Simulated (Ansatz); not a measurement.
SiH2 (SMILES [SiH2], charge +1) moved off its minimum; all values from Ansatz (a quantum-chemistry and plane-wave program), cores frozen in correlated methods. Open shells are unrestricted.
(charge 1, multiplicity 2)
```xyz
3

Si    -0.0575     0.1161     0.0215
H     -1.2719    -0.5614    -0.0513
H      1.2860    -0.7491    -0.1278
```

Question: Give the forces (eV/Å), the total energy and the dipole at CCSD(T)/aug-cc-pV(T+d)Z.

Answer: 
```csv
atom,Fx,Fy,Fz
Si1,3.125,-0.033,-0.066
H2,-1.803,-0.908,-0.094
H3,-1.322,0.940,0.160
```
Energy -289.8342 hartree.
